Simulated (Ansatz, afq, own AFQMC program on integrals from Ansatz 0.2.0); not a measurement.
Two steps: Ansatz 0.2.0 writes the Fock matrix and Cholesky factors of the valence space, and afq projects on them the lowest state that overlaps trial and start.

```yaml
crystal:
  periodic: [false, false, false]
  atoms:
    - {symbol: Ge, position_ang: [0.000000, 0.000000, 0.302970]}
    - {symbol: C, position_ang: [0.000000, 0.000000, -1.483402]}
    - {symbol: H, position_ang: [0.000000, -0.912198, -2.078999]}
    - {symbol: H, position_ang: [0.000000, 0.912198, -2.078999]}
basis:
  gaussian: {orbitals: cc-pVDZ}
magnetization: {spin_polarized: true, initial_magnetization: 0}
correlation: {method: ccsd_t, electrons: outside_noble_gas, hamiltonian_folder: ham}
```

```sh
$ ansatz run in.yaml --threads 1 --pin off --events-out ev --progress --plain --max-ram 1382MiB
```

Options of the walk:

```
--method phaseless --trial cisd --walkers 70 --populations 1 --least-time 40 --time-step 0.005 --steps-per-block 50 --equilibration-blocks 28 --max-blocks 300 --target-error 0.00038 --factor-cut 1e-05 --start spin_pure --seed 6487 --release-times 0.24,0.51,0.99,1.62,2.4 --release-step 0.03 --release-every 4 --taylor-order 6
```

Times are imaginary, in 1/Eh. The walk had a cap of 536 s. Filled inner d shells are frozen with the cores.

Output of the walk:

```
orbitals 36  electrons 5 5  factors 290 of 548
reference energy -2114.29601570 Eh
CCSD correlation -0.24008671 Eh in 10 cycles, weight of the determinant in the CISD state 0.8626
energy of the start -2114.536102 Eh
 block  time / (1/Eh)  mean weight  energy / Eh
     1     0.250  0.9982  -2114.532673
     2     0.500  1.0024  -2114.535484
     3     0.750  0.9999  -2114.534605
     4     1.000  1.0009  -2114.536765
     5     1.250  0.9994  -2114.540165
     9     2.250  1.0015  -2114.545664
    33     8.250  0.9990  -2114.552448
    65    16.250  1.0011  -2114.549387
    81    20.250  0.9988  -2114.536787
    97    24.250  0.9990  -2114.541730
   129    32.250  1.0013  -2114.545474
   161    40.250  1.0006  -2114.545743
   193    48.250  1.0012  -2114.550669
   225    56.250  0.9996  -2114.539919
   257    64.250  0.9995  -2114.550853
   289    72.250  1.0001  -2114.543859
   313    78.250  0.9987  -2114.570881
   321    80.250  0.9993  -2114.545532
blocks merged  error / Eh  count
     1  0.000377  300
     2  0.000480  150
     4  0.000555  75
     8  0.000673  37
    16  0.000731  18
    32  0.001008  9
released: time / (1/Eh)  energy / Eh  error  mean overlap
  0.24  -2114.547105  0.000682  0.9997
  0.51  -2114.547323  0.000562  0.9979
  0.99  -2114.546838  0.000518  1.0034
  1.62  -2114.547351  0.000533  0.9976
  2.40  -2114.546622  0.000689  1.0051
energy -2114.546772 +/- 0.000731 Eh
(rows thinned)
```

The run passed its tests (sampling time, drift between the halves within three errors, error under three times the target), which doesn't prove that it has relaxed.

Against this walk (error 19.9 meV) on the same determinant: CCSD(T) 31.7 meV higher (within the noise), CCSDT(Q) 14.4 meV lower (within the noise). The error is statistical and leaves out the bias of the constraint. Released to 2.40 1/Eh the energy moves by 4 ± 27 meV (both errors), within twice the noise.

Cautions: constraint bias not in the error; error above the target (19.9 against 10.3 meV); no relativity below Rb; no spin-orbit coupling; inner d shell frozen; higher spins were not checked; an unrestricted solution with more broken spin lies lower (127 meV, ⟨S²⟩ 0.40), while this determinant keeps restricted orbitals.

The walk took 7.9 min on 1 thread of Intel(R) Xeon(R) Platinum 8488C (Sapphire Rapids), with other jobs on the host. The log's last line is the phaseless energy.

CCSDT and higher add their correlation energy to the determinant of the CCSD(T) run, since their own runs factorise the integrals more tightly (a shift of under 2 meV). A walk keeps the symmetry of its determinant, which the program's search chose and which needn't be the lowest solution, so a lower state of the same spin and another symmetry isn't excluded.
